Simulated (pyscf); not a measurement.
A first-order saddle from PySCF, ωB97X-D3(BJ)/def2-SVP:

```
Si
F 1 1.6188
O 1 1.6480 2 118.98
H 3 0.9632 1 114.47 2 -70.34
O 1 1.6733 2 103.04 3 108.80
H 5 0.9620 1 114.63 2 -95.53
O 1 1.7582 2 110.22 5 94.08
H 7 0.9678 1 110.97 2 -97.41
H 7 1.1804 8 124.01 5 -157.65
F 9 1.1575 7 157.35 8 169.14
H 10 1.1615 9 85.12 7 1.85
F 11 1.1264 10 159.44 9 -0.49
```

Surface: singlet, charge 0. Lowest wavenumbers (cm⁻¹): 751i, 46, 137, 162, 262.

### Question
Name the species on either side of this saddle.

### Answer
HO–Si(OH)(OH)–F + HF + HF ⇌ HO–Si(OH)(F)–F + H₂O + HF, a multi-bond step read from left to right: O–Si, F–H, F–H broken and F–Si, H–O, F–H formed. At ωB97M-D3(BJ)/def2-TZVP it lies -5.6 kcal/mol from the left side and +3.5 kcal/mol from the right (each side as separated species at their lowest minima found). On the reactant side the descent ends in a bound adduct (not fully relaxed), 22.1 kcal/mol under the separated species and 16.8 kcal/mol under the saddle at ωB97X-D3(BJ)/def2-TZVP. On the product side the descent ends in an adduct with a O–Si contact, 9.2 kcal/mol under the separated species and 12.8 kcal/mol under the saddle at ωB97X-D3(BJ)/def2-TZVP. At ωB97M-D3(BJ) the saddle lies under the separated reactants, which points to a path from their complex (located at ωB97X-D3(BJ) alone). What is counted as broken (O–Si) persists as a longer contact in the product adduct; parting that adduct is a step of its own. One saddle was located; it need not be the lowest between these sides.
